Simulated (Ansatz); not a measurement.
Cost and result for the atomization energy of `CCCC(C)=O` (16 atoms, 15 bonds).

| atom | x (Å) | y (Å) | z (Å) |
| --- | --- | --- | --- |
| C1 | 0.499 | -1.453 | -1.092 |
| C2 | 0.424 | 0.063 | -1.166 |
| C3 | -0.823 | 0.629 | -0.488 |
| C4 | -0.903 | 0.330 | 0.991 |
| C5 | 0.260 | 0.770 | 1.844 |
| O6 | -1.855 | -0.235 | 1.471 |
| H7 | 1.388 | -1.831 | -1.600 |
| H8 | 0.532 | -1.806 | -0.057 |
| H9 | -0.377 | -1.911 | -1.559 |
| H10 | 1.321 | 0.506 | -0.723 |
| H11 | 0.419 | 0.380 | -2.213 |
| H12 | -0.837 | 1.719 | -0.606 |
| H13 | -1.729 | 0.231 | -0.951 |
| H14 | -0.010 | 0.697 | 2.896 |
| H15 | 1.120 | 0.121 | 1.654 |
| H16 | 0.569 | 1.789 | 1.599 |

Charge 0, multiplicity 1. All single points use the PBE0-D4/def2-TZVP geometry. It is one conformer, not always the lowest. Program: Ansatz. All runs use 2 threads of an AMD EPYC 7R13 on a shared host and a share of an NVIDIA H100 80 GB. Times are those of one run each, without the atoms' runs, and a repeat can differ threefold. Electronic energies, without spin–orbit coupling; frozen cores. CCSD(T)/CBS adds CCSD(T) − MP2 in def2-TZVPP to the MP2 limit, and its time is that of the two runs behind it. T1 = 0.012. B3LYP takes the VWN-RPA correlation (the form of Gaussian; ORCA's B3LYP/G).

CCSD(T)/CBS is a level of theory with its own doubt, some kJ/mol a heavy atom from the limit and from the frozen cores, so smaller differences don't rank the functionals.

```tsv
level	functions	wall time	atomization (kJ/mol)	difference from CCSD(T)/CBS	per bond
PBE0-D4/def2-TZVPP	326	3.6 s	6601.8	50.6	3.4
PBE-D4/def2-TZVPP (with forces)	326	3.9 s	6706.3	155.1	10.3
r2SCAN-D4/def2-TZVPP (with forces)	326	4.2 s	6575.6	24.4	1.6
ωB97X-V/def2-TZVPP	326	5.5 s	6564.5	13.3	0.9
ωB97M-V/def2-TZVPP (with forces)	326	5.5 s	6573.8	22.6	1.5
B3LYP-D4/def2-TZVPP (with forces)	326	6 s	6560.6	9.4	0.6
MP2/def2-QZVPP	642	6.5 s	6583.1	31.9	2.1
B2PLYP/def2-TZVPP	326	7 s	6497.8	-53.4	-3.6
CCSD(T)/def2-TZVPP	326	10 s	6409.1	-142.1	-9.5
CCSD(T)/CBS(def2)	–	17 s	6551.2	0.0	0.0
```

In def2-TZVPP, CCSD(T) changes the Hartree–Fock value by +1525.7 kJ/mol (the triples alone add +88.3 kJ/mol) and MP2 by +1616.2 kJ/mol; breaking electron pairs costs correlation energy, which Hartree–Fock lacks. The D4 term adds +48.2 kJ/mol with B3LYP and +25.8 kJ/mol with PBE0; it sums over pairs of atoms, weighted by their polarisabilities, and B3LYP, whose exchange is more repulsive, gets the larger term. From PBE to PBE0 (25 % exact exchange), in def2-TZVPP and without D4, the atomization energy moves by −99.7 kJ/mol: exact exchange takes away binding that semilocal exchange gives to molecules.
